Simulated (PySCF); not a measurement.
## Sulfur: a sound run and one with changed settings

Sound run: S [Ne] 3s2 3p4, S⁺ [Ne] 3s2 3p3. All numbers are calculated (PySCF 2.14, the spin-free X2C one-electron Hamiltonian (Gaussian nucleus), in cc-pVDZ-DK (4s3p1d, 18 functions)). In the sound run the correlated levels freeze [Ne]. The sound run starts from symmetry-adapted Hartree-Fock orbitals and uses a fine grid where one is needed.

Changed run: no relativity, point nucleus. This setting is unsound on purpose.

```
species   method  sound run (hartree)  changed run (hartree)  converged
      S      UHF           -398.57668             -397.23975        yes
      S    M06-L           -399.18028             -397.84389        yes
      S   r2SCAN           -399.16381             -397.82770        yes
      S      MP2           -398.66051             -397.32352        yes
      S  CCSD(T)           -398.68040             -397.34346        yes
     S⁺      UHF           -398.23931             -396.90135        yes
     S⁺    M06-L           -398.79930             -397.46200        yes
     S⁺   r2SCAN           -398.78456             -397.44734        yes
     S⁺      MP2           -398.30715             -396.96922        yes
     S⁺  CCSD(T)           -398.32647             -396.98862        yes
```

Ionisation energy of S:

| method | sound run (eV) | changed run (eV) |
| --- | --- | --- |
| UHF | 9.180 | 9.208 |
| M06-L | 10.367 | 10.392 |
| r2SCAN | 10.320 | 10.350 |
| MP2 | 9.615 | 9.641 |
| SCS-MP2 | 9.644 | 9.670 |
| CCSD | 9.625 | 9.650 |
| CCSD(T) | 9.631 | 9.656 |

Most of the change in total energy is the relativistic energy itself. On top of that the contraction fixes the core shape for the Hamiltonian it was made with, so the changed run is not a good calculation with the other Hamiltonian either.

For comparison, NIST gives 10.360 eV between the lowest levels.
